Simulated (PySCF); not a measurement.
**Basis-set dependence of population analyses: `N[BH2-][NH3+]`**

Species: BH7N2.
Structure used (PBE0-D3(BJ)/def2-SVP), in Å, numbered top down from 1:
```xyz
10
BH7N2 angstrom
N     -1.3325   -0.3956   -0.0129
B     -0.1809    0.5042   -0.3027
N      1.1705   -0.2730    0.3396
H     -1.8023   -0.7806   -0.8240
H     -2.0381   -0.0177    0.6085
H      0.1231    0.6170   -1.4915
H     -0.1761    1.5786    0.3007
H      1.2694   -1.1903   -0.0967
H      1.0254   -0.4288    1.3377
H      2.0347    0.2534    0.2070
```

PBE0 throughout (PySCF), one geometry, spherical d and f functions. Isolated species at its PBE0-D3(BJ)/def2-SVP geometry (one conformer only). Atoms taken as equivalent share a column and are averaged.

Mulliken charges (e):

```json
{"basis": "STO-3G", "functions": "22", "N1": "-0.520", "B2": "+0.123", "N3": "-0.408", "H4/H5": "+0.146", "H6/H7": "-0.122", "H8/H9/H10": "+0.252"}
{"basis": "6-31G", "functions": "41", "N1": "-0.872", "B2": "+0.280", "N3": "-0.826", "H4/H5": "+0.284", "H6/H7": "-0.109", "H8/H9/H10": "+0.357"}
{"basis": "pcSseg-0", "functions": "41", "N1": "-0.886", "B2": "+0.170", "N3": "-0.770", "H4/H5": "+0.282", "H6/H7": "-0.052", "H8/H9/H10": "+0.342"}
{"basis": "6-31G*", "functions": "56", "N1": "-0.859", "B2": "+0.154", "N3": "-0.844", "H4/H5": "+0.309", "H6/H7": "-0.099", "H8/H9/H10": "+0.376"}
{"basis": "cc-pVDZ", "functions": "77", "N1": "-0.187", "B2": "-0.157", "N3": "+0.055", "H4/H5": "+0.074", "H6/H7": "-0.115", "H8/H9/H10": "+0.124"}
{"basis": "def2-SVP", "functions": "77", "N1": "-0.265", "B2": "-0.133", "N3": "-0.022", "H4/H5": "+0.101", "H6/H7": "-0.108", "H8/H9/H10": "+0.145"}
{"basis": "6-311+G(2d,p)", "functions": "123", "N1": "-0.744", "B2": "+0.062", "N3": "-0.559", "H4/H5": "+0.229", "H6/H7": "-0.058", "H8/H9/H10": "+0.299"}
{"basis": "aug-cc-pVDZ", "functions": "132", "N1": "-0.177", "B2": "-0.882", "N3": "+0.001", "H4/H5": "-0.018", "H6/H7": "+0.475", "H8/H9/H10": "+0.048"}
{"basis": "def2-TZVP", "functions": "135", "N1": "-0.623", "B2": "-0.169", "N3": "-0.396", "H4/H5": "+0.226", "H6/H7": "-0.043", "H8/H9/H10": "+0.273"}
{"basis": "IGLO-III", "functions": "175", "N1": "-0.734", "B2": "+0.197", "N3": "-0.535", "H4/H5": "+0.218", "H6/H7": "-0.115", "H8/H9/H10": "+0.288"}
{"basis": "cc-pVTZ", "functions": "188", "N1": "-0.418", "B2": "-0.194", "N3": "-0.007", "H4/H5": "+0.142", "H6/H7": "-0.059", "H8/H9/H10": "+0.151"}
```

IAO charges (e):

```json
{"basis": "STO-3G", "functions": "22", "N1": "-0.561", "B2": "-0.094", "N3": "-0.384", "H4/H5": "+0.179", "H6/H7": "-0.056", "H8/H9/H10": "+0.264"}
{"basis": "6-31G", "functions": "41", "N1": "-0.672", "B2": "-0.111", "N3": "-0.467", "H4/H5": "+0.240", "H6/H7": "-0.053", "H8/H9/H10": "+0.292"}
{"basis": "pcSseg-0", "functions": "41", "N1": "-0.630", "B2": "-0.130", "N3": "-0.438", "H4/H5": "+0.229", "H6/H7": "-0.056", "H8/H9/H10": "+0.284"}
{"basis": "6-31G*", "functions": "56", "N1": "-0.672", "B2": "-0.090", "N3": "-0.452", "H4/H5": "+0.237", "H6/H7": "-0.059", "H8/H9/H10": "+0.286"}
{"basis": "cc-pVDZ", "functions": "77", "N1": "-0.662", "B2": "-0.114", "N3": "-0.444", "H4/H5": "+0.238", "H6/H7": "-0.054", "H8/H9/H10": "+0.284"}
{"basis": "def2-SVP", "functions": "77", "N1": "-0.654", "B2": "-0.112", "N3": "-0.435", "H4/H5": "+0.234", "H6/H7": "-0.058", "H8/H9/H10": "+0.283"}
{"basis": "6-311+G(2d,p)", "functions": "123", "N1": "-0.706", "B2": "-0.108", "N3": "-0.470", "H4/H5": "+0.253", "H6/H7": "-0.051", "H8/H9/H10": "+0.293"}
{"basis": "aug-cc-pVDZ", "functions": "132", "N1": "-0.704", "B2": "-0.112", "N3": "-0.465", "H4/H5": "+0.253", "H6/H7": "-0.050", "H8/H9/H10": "+0.292"}
{"basis": "def2-TZVP", "functions": "135", "N1": "-0.701", "B2": "-0.107", "N3": "-0.469", "H4/H5": "+0.251", "H6/H7": "-0.052", "H8/H9/H10": "+0.293"}
{"basis": "IGLO-III", "functions": "175", "N1": "-0.707", "B2": "-0.108", "N3": "-0.471", "H4/H5": "+0.254", "H6/H7": "-0.051", "H8/H9/H10": "+0.293"}
{"basis": "cc-pVTZ", "functions": "188", "N1": "-0.696", "B2": "-0.108", "N3": "-0.469", "H4/H5": "+0.250", "H6/H7": "-0.053", "H8/H9/H10": "+0.293"}
```

Hirshfeld charges (e):

```csv
basis,functions,N1,B2,N3,H4/H5,H6/H7,H8/H9/H10
STO-3G,22,-0.314,+0.007,-0.002,+0.073,-0.133,+0.143
6-31G,41,-0.324,-0.017,-0.065,+0.094,-0.120,+0.153
pcSseg-0,41,-0.318,-0.020,-0.064,+0.096,-0.125,+0.154
6-31G*,56,-0.322,-0.020,-0.068,+0.094,-0.119,+0.153
cc-pVDZ,77,-0.315,-0.013,-0.085,+0.095,-0.121,+0.156
def2-SVP,77,-0.321,-0.017,-0.085,+0.096,-0.121,+0.158
"6-311+G(2d,p)",123,-0.324,+0.003,-0.107,+0.092,-0.111,+0.155
aug-cc-pVDZ,132,-0.323,+0.001,-0.113,+0.092,-0.108,+0.156
def2-TZVP,135,-0.325,-0.002,-0.107,+0.094,-0.112,+0.157
IGLO-III,175,-0.326,0.000,-0.114,+0.093,-0.109,+0.158
cc-pVTZ,188,-0.325,-0.002,-0.107,+0.095,-0.114,+0.158
```

ESP-fitted charges (e):

```json
{"basis": "STO-3G", "functions": "22", "N1": "-0.870", "B2": "+0.282", "N3": "-0.487", "H4/H5": "+0.283", "H6/H7": "-0.190", "H8/H9/H10": "+0.296"}
{"basis": "6-31G", "functions": "41", "N1": "-1.190", "B2": "+0.565", "N3": "-0.557", "H4/H5": "+0.396", "H6/H7": "-0.256", "H8/H9/H10": "+0.301"}
{"basis": "pcSseg-0", "functions": "41", "N1": "-1.127", "B2": "+0.584", "N3": "-0.620", "H4/H5": "+0.376", "H6/H7": "-0.269", "H8/H9/H10": "+0.316"}
{"basis": "6-31G*", "functions": "56", "N1": "-1.051", "B2": "+0.498", "N3": "-0.474", "H4/H5": "+0.349", "H6/H7": "-0.247", "H8/H9/H10": "+0.275"}
{"basis": "cc-pVDZ", "functions": "77", "N1": "-0.914", "B2": "+0.420", "N3": "-0.435", "H4/H5": "+0.306", "H6/H7": "-0.236", "H8/H9/H10": "+0.263"}
{"basis": "def2-SVP", "functions": "77", "N1": "-0.957", "B2": "+0.443", "N3": "-0.439", "H4/H5": "+0.320", "H6/H7": "-0.241", "H8/H9/H10": "+0.265"}
{"basis": "6-311+G(2d,p)", "functions": "123", "N1": "-1.148", "B2": "+0.646", "N3": "-0.481", "H4/H5": "+0.366", "H6/H7": "-0.274", "H8/H9/H10": "+0.267"}
{"basis": "aug-cc-pVDZ", "functions": "132", "N1": "-1.122", "B2": "+0.687", "N3": "-0.473", "H4/H5": "+0.351", "H6/H7": "-0.287", "H8/H9/H10": "+0.260"}
{"basis": "def2-TZVP", "functions": "135", "N1": "-1.100", "B2": "+0.616", "N3": "-0.497", "H4/H5": "+0.352", "H6/H7": "-0.270", "H8/H9/H10": "+0.272"}
{"basis": "IGLO-III", "functions": "175", "N1": "-1.107", "B2": "+0.647", "N3": "-0.477", "H4/H5": "+0.349", "H6/H7": "-0.277", "H8/H9/H10": "+0.264"}
{"basis": "cc-pVTZ", "functions": "188", "N1": "-1.033", "B2": "+0.591", "N3": "-0.517", "H4/H5": "+0.331", "H6/H7": "-0.267", "H8/H9/H10": "+0.277"}
```

Some averages cover members that differ in this geometry, most widely: H8/H9/H10, Mulliken in aug-cc-pVDZ +0.005 to +0.070; H8/H9/H10, ESP-fitted in 6-311+G(2d,p) +0.245 to +0.280; H8/H9/H10, ESP-fitted in 6-31G +0.279 to +0.313; H8/H9/H10, ESP-fitted in def2-TZVP +0.252 to +0.284 e.

Problem. Which scheme is steadiest as the basis changes?

Solution. Largest range over the bases for any column: Hirshfeld 0.11 e, IAO 0.15 e, ESP-fitted 0.40 e, Mulliken 1.16 e. Hirshfeld charges move least and Mulliken charges most, counted in e. Without the minimal STO-3G basis the ranges are Hirshfeld 0.05, IAO 0.08, ESP-fitted 0.28, Mulliken 1.16 e.

Problem. How much do the charges still move between the two largest bases, IGLO-III and cc-pVTZ?

Solution. At most, over all atoms: Mulliken 0.528 e, IAO 0.011 e, Hirshfeld 0.007 e, ESP-fitted 0.074 e.

Problem. What do the same runs give for the total energy, the frontier levels and the dipole moment?

Solution. 
```csv
basis,energy (Eh),HOMO (eV),LUMO (eV),μ (D)
STO-3G,-136.6533,-2.41,8.44,4.47
6-31G,-138.3824,-5.54,1.66,3.85
pcSseg-0,-138.1058,-5.69,1.26,3.90
6-31G*,-138.4127,-5.65,1.73,3.89
cc-pVDZ,-138.4316,-5.80,1.11,3.94
def2-SVP,-138.3257,-5.83,1.08,3.95
"6-311+G(2d,p)",-138.4776,-6.25,-0.32,3.70
aug-cc-pVDZ,-138.4505,-6.25,-0.55,3.67
def2-TZVP,-138.4853,-6.18,0.40,3.75
IGLO-III,-138.4934,-6.23,0.08,3.73
cc-pVTZ,-138.4838,-6.12,0.50,3.77
```

The dipole is fixed by the density alone, so its range of 0.80 D shows that the density itself changes with the basis, not only its division among atoms.
